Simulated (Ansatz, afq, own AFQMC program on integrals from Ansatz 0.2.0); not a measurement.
GeNH₂, quartet: AFQMC among the cluster methods

```xyz
4

Ge    0.0102    0.0663    0.5141
N    -0.1119   -0.2778   -2.5381
H     0.2921   -1.2964    1.2142
H     0.5291    0.3809   -2.9965
```

Connectivity, by distances: GeH ··· NH.

Basis cc-pVDZ. Noble-gas cores (and the filled d shells of Ga–Kr and In–Xe) are frozen. Integrals, coupled cluster, full CI and functionals: Ansatz 0.2.0; the random walks run on the same integrals in our own AFQMC program. ph-AFQMC/CISD is guided by a CISD state made of CCSD amplitudes; releasing the constraint for a short imaginary time cuts its bias at the price of noise, slowly where states lie close. Uncertainties: one standard error, sampling alone. No spin–orbit coupling.

Determinant: UHF, the one that the program's search chose, which needn't be the lowest solution. The geometry is a point of a scan.

No full CI on the walks' own integrals is used here; CCSDT(Q) serves as the reference and is uncertain by about the last step of the cluster series.

Cautions: no relativity below Rb; no spin-orbit coupling; inner d shell frozen; lower spins were not checked.

- T1 diagnostic: 0.0145
- weight of the determinant in the CISD state: 0.893
- ⟨S²⟩ of the determinant: 3.788
- size of the correlated space: 11 electrons in 36 orbitals

| level | correlation energy (eV) |
| --- | --- |
| MP2 | -4.5248 |
| CCSD | -5.6316 |
| CCSD(T) | -5.7210 |

Estimate where AFQMC with the constraint released lies against CCSD(T) on the same integrals.

0.59 ± 0.30 kcal/mol below CCSD(T). The gap is under twice the noise, so this walk alone can't tell the two apart.

Reference: CCSDT(Q), correlation energy -5.749 eV. The released energy is read at 1.62 1/Eh, later times being too noisy (meV from the phaseless value at times in 1/Eh: -3 ± 7 at 0.24, 2 ± 11 at 0.51, -3 ± 11 at 0.99, 0 ± 13 at 1.62, -2 ± 16 at 2.40).

```
         level  E − E(reference) (kcal/mol)  share of correlation (%)
       CCSD(T)                         0.64                     99.52
         CCSDT                         0.11                     99.92
   ph-AFQMC/HF                  1.15 ± 0.97                     99.14
 ph-AFQMC/CISD                  0.06 ± 0.15                     99.96
released AFQMC                  0.05 ± 0.30                     99.96
```

Released energies are given only where the last usable release times agree within the noise; a slower fall can still hide under it.
